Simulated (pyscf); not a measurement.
PySCF, gas phase, ωB97X-D3(BJ)/def2-SVP geometries.

Task: Estimate the classical barrier height and the reaction energy of HO–GeH₃ + SnH₃• -> H₃Ge–O–SnH₃ + H atom (H•) at ωB97M-D3(BJ)/def2-TZVP. The step runs on the doublet surface, breaks H–O and forms O–Sn; take the separated reactants as zero.

Result: ΔE‡ = 35.9 kcal/mol, ΔE = +29.0 kcal/mol. Zero-point energy shifts the barrier by -3.9 kcal/mol. It is a substitution at O, with an imaginary mode of 1489i cm⁻¹. This is the saddle that the search found; another between the same sides may lie lower. The angle at the attacked O is 125°. Elements up to Kr have no core potential and no relativistic terms here. Elements past Kr carry the def2 core potentials, without spin-orbit coupling.
